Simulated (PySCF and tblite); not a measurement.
Values are calculated unless marked as measured or tabulated.
## Rotation: stationary points, barriers and rates

System: C₃H₄S, numbered as in [CH2:1]=[CH:2][CH:3]=[S:4].

Motion: rotation about the C2–C3 bond (torsion C1–C2–C3–S4 from 180° to 360°, rising). The path came from a restrained scan, a climbing-image band and a saddle search at GFN2-xTB; energies are PBE0/pcSseg-2 + D3(BJ)//PBE0-D3(BJ)/def2-SVP, thermal terms GFN2-xTB. Rate constants are transition-state-theory values, counting equivalent paths, without tunnelling. Programs: tblite and PySCF.

```json
{"point": "start", "symmetry": "Cs", "E(GFN2) kcal/mol": "0.0", "E(DFT) kcal/mol": "0.0", "ZPE change kcal/mol": "0.00", "lowest mode cm⁻¹": "130", "dipole D": "3.02"}
{"point": "saddle", "symmetry": "C1", "E(GFN2) kcal/mol": "7.4", "E(DFT) kcal/mol": "9.5", "ZPE change kcal/mol": "-0.64", "lowest mode cm⁻¹": "198i", "dipole D": "2.10"}
{"point": "end", "symmetry": "Cs", "E(GFN2) kcal/mol": "1.1", "E(DFT) kcal/mol": "2.8", "ZPE change kcal/mol": "0.00", "lowest mode cm⁻¹": "140", "dipole D": "2.61"}
```

| Quantity | Value |
| --- | --- |
| Electronic barrier | 9.5 kcal/mol |
| Barrier with zero-point energy | 8.9 kcal/mol |
| ΔH‡ (298 K) | 8.6 kcal/mol |
| ΔS‡ (298 K, symmetry apart) | -1.9 cal/(mol K) |
| Paths | 2 equivalent paths |
| End point | a different minimum |
| Mean lifetime of the start against this motion at 298 K | 380 ns |
| Cost | 69 s on 1 thread of INTEL XEON PLATINUM 8581C @ 2.30GHz (shared host) (rough), peak memory 0.88 GiB, launched as `OMP_NUM_THREADS=1 python ens_run.py task.json out` |

| T/K | ΔG‡ kcal/mol | k s⁻¹ | ΔG kcal/mol | k back s⁻¹ |
| --- | --- | --- | --- | --- |
| 150 | 8.9 | 0.63 | 2.7 | 5310 |
| 200 | 9.0 | 1320 | 2.7 | 1.1×10⁶ |
| 250 | 9.0 | 1.3×10⁵ | 2.6 | 2.8×10⁷ |
| 298 | 9.1 | 2.6×10⁶ | 2.6 | 2.2×10⁸ |
| 350 | 9.2 | 2.6×10⁷ | 2.6 | 1.1×10⁹ |
| 400 | 9.3 | 1.4×10⁸ | 2.6 | 3.7×10⁹ |
| 500 | 9.5 | 1.5×10⁹ | 2.6 | 1.9×10¹⁰ |

ΔG and ΔG‡ leave out symmetry numbers and mirror images; rates count paths: 2 out, 2 back.
